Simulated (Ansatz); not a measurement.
**CF, quartet in 6-31G: errors against full CI**

Geometry: a PBE0/def2-TZVP stationary point for this spin. The doublet lies 2.9 eV lower here.

```xyz
2

C     0.0000    0.0000    0.0000
F     0.0000    0.0000    1.3159
```

Basis 6-31G; Ansatz 0.2.0. Only valence electrons are correlated (noble-gas cores frozen), which leaves 11 electrons in 16 orbitals. Prefix R: restricted or restricted open-shell reference; prefix U: unrestricted. Active spaces: valence = (11e, 8o) chosen from the atoms' valence shells.

Full CI is exact within this basis and frozen core; it isn't the basis-set limit. The frozen core follows each run's orbitals, which can shift R against U totals by a few meV.

For open shells CISD and CISDTQ are restricted-active-space CI with the open shells as a complete middle space.

The UHF ⟨S²⟩ is 3.755. The T1 diagnostic (RCCSD) is 0.0194. The largest doubles amplitude (RCCSD) is 0.036. The T1 diagnostic (UCCSD) is 0.0158.

```csv
level,E − E(full CI) (kcal/mol),share of correlation (%),wall time
RHF,100.91,0.00,–
UHF,99.32,1.57,–
RMP2,5.96,94.09,–
UMP2,5.63,94.42,–
CISD,5.47,94.58,1.1 s
RCCSD,1.83,98.19,–
UCCSD,1.81,98.20,–
RCCSD(T),0.45,99.55,0.33 s
UCCSD(T),0.44,99.57,0.3 s
BCCD(T),0.43,99.58,0.42 s
RCCSDT,0.22,99.79,–
UCCSDT,0.20,99.80,–
CISDTQ,0.15,99.85,28 s
RCCSDT(Q),-0.01,100.01,3.6 s
UCCSDT(Q),-0.05,100.05,3 s
RCCSDTQ,0.00,100.00,38 s
UCCSDTQ,-0.02,100.02,39 s
CASSCF (valence space),76.19,24.50,–
NEVPT2 (valence space),11.33,88.77,0.3 s
NEVPT4(SD) (valence space),2.24,97.78,0.9 s
MRCISD (valence space),3.54,96.49,–
MRCISD+Q (valence space),1.22,98.79,0.96 s
```

The correlation energy at full CI, counted from RHF, is -4.376 eV. That run took 2.7 min on 1 thread of Arm Neoverse V1, shared host over 5,206,784 determinants.

Times hold each run's SCF and search for its determinant on a shared host, so for small cases they say little of a method's own cost; they ran on 1 thread of Arm Neoverse V1.

The full-CI state has the irrep A2 of C2v, in the program's axes (one component, if the state is degenerate).

Natural occupations of full CI about the gap: 1.991 1.980 1.980 1.963 1.000 1.000 0.999 0.031 0.014 0.014; effectively unpaired electrons, Σ n²(2−n)², 3.01.
